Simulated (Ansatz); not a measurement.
**Arsenic, grey arsenic (A7): convergence with the k-point mesh**

Computed with Ansatz, PBE, scalar-relativistic PAW, on the relaxed cell (a = 3.807 Å, c = 10.824 Å (c/a = 2.843); spin not included). Errors count from a run at 420 eV on a Γ-centred 16×16×16 mesh with Fermi-Dirac smearing of 0.1 eV, extrapolated to zero width. Fixed here: cutoff 420 eV, Fermi-Dirac width 0.1 eV. The SCF starts from atomic densities corrected by a trained network.

| k-mesh | E(σ→0) error (meV/atom) | P (GPa) | SCF iterations |
| --- | --- | --- | --- |
| 2×2×2 | 870.4 | 10.64 | 7 |
| 3×3×3 | -60.4 | 0.28 | 6 |
| 4×4×4 | -34.5 | -0.10 | 7 |
| 5×5×5 | -23.5 | -0.30 | 6 |
| 6×6×6 | -18.7 | -0.13 | 6 |
| 8×8×8 | -6.5 | -0.04 | 6 |
| 11×11×11 | -1.8 | 0.03 | 7 |
| 14×14×14 | -0.2 | 0.06 | 7 |

Within 5 meV/atom of the last row: from 11×11×11 on.
